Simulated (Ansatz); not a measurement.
Input file:

```yaml
crystal:
  periodic: [false, false, false]
  atoms:
    - {symbol: H, position_ang: [-2.698691, 0.047936, 0.000000]}
    - {symbol: H, position_ang: [-1.314691, 0.047936, 0.000000]}
    - {symbol: Si, position_ang: [0.125309, 0.047936, 0.000000]}
    - {symbol: H, position_ang: [0.521743, -1.431577, 0.000000]}
basis:
  gaussian: {orbitals: 6-31G}
magnetization: {spin_polarized: false, initial_magnetization: 1}
correlation: {method: ccsdt_q, electrons: outside_noble_gas}
```

```sh
$ ansatz run in.yaml --threads 1 --pin off --events-out ev --progress --plain --max-ram 2393MiB
```

Output:

```
387 factors; integrals over basis functions are off by at most 9.8e-8 eV
mean field evaluation 1: about -7902.1777 eV, gradient 7.4e0 eV
mean field evaluation 2: about -7902.1795 eV, gradient 7.4e0 eV
mean field evaluation 4: about -7903.2889 eV, gradient 2.5e0 eV
mean field evaluation 8: about -7903.4530 eV, gradient 1.7e-1 eV
mean field evaluation 16: about -7903.4400 eV, gradient 1.1e0 eV
mean field evaluation 32: about -7901.5690 eV, gradient 1.8e-3 eV
mean field evaluation 64: about -7901.5663 eV, gradient 3.5e-2 eV
mean field -7903.45335161 eV, -290.4465535187 hartree, gradient 1.2e-6 eV, S^2 0.750000; 2 other end points of the search recorded, 0 dependent functions left out
mean field evaluation 96: about -7903.5192 eV, gradient 2.2e-4 eV
determinant -7903.45335161 eV, -290.4465535187 hartree, with singles and doubles -7905.27725411 eV, -290.5135806992 hartree
determinant -7901.56898620 eV, -290.3773043669 hartree, with singles and doubles -7904.97909574 eV, -290.5026235811 hartree
determinant -7903.45335161 eV, -290.4465535187 hartree, with singles and doubles -7905.27767139 eV, -290.5135960338 hartree
determinant -7901.56898620 eV, -290.3773043669 hartree, with singles and doubles -7904.98792370 eV, -290.5029480028 hartree
mean field evaluation 128: about -7903.4012 eV, gradient 2.1e0 eV
5 core orbitals not correlated: weight in the atoms' cores, before any rotation towards them, 1.000 or more for the frozen orbitals, at most 0.000 for the correlated occupied ones
reference -7903.45335161 eV, -290.4465535187 hartree; 4, 3 occupied and 10, 11 virtual orbitals, 387 factors
second order -1.21913722 eV of doubles, -0.02884177 eV of singles
cycle   1  -1.59515379 eV  change   -3.5e-1 eV  update   6.2e-2
cycle   2  -1.82684805 eV  change   -2.3e-1 eV  update   3.2e-2
cycle   3  -1.84644433 eV  change   -2.0e-2 eV  update   1.2e-2
cycle   4  -1.85030373 eV  change   -3.9e-3 eV  update   5.1e-3
cycle   5  -1.85123085 eV  change   -9.3e-4 eV  update   2.4e-3
cycle   6  -1.85118515 eV  change    4.6e-5 eV  update   9.4e-4
cycle   7  -1.85160153 eV  change   -4.2e-4 eV  update   3.9e-4
cycle   8  -1.85173099 eV  change   -1.3e-4 eV  update   2.0e-4
cycle   9  -1.85160176 eV  change    1.3e-4 eV  update   9.1e-5
cycle  10  -1.85167377 eV  change   -7.2e-5 eV  update   4.3e-5
cycle  11  -1.85167724 eV  change   -3.5e-6 eV  update   1.8e-5
cycle  12  -1.85167444 eV  change    2.8e-6 eV  update   1.0e-5
cycle  13  -1.85166630 eV  change    8.1e-6 eV  update   4.7e-6
cycle  14  -1.85166785 eV  change   -1.5e-6 eV  update   1.9e-6
cycle  15  -1.85166903 eV  change   -1.2e-6 eV  update   9.1e-7
cycle  16  -1.85166947 eV  change   -4.4e-7 eV  update   4.8e-7
perturbative correction -0.00144153 eV, -0.0000529753 hartree
Total energy: -7905.30646261 eV, -290.5146540918 hartree
```

For the same geometry and basis full CI lies 0.7 meV lower.

Ran on 1 thread of Arm Neoverse V2, shared host: 1.3 s wall, 0.16 GiB peak host memory.
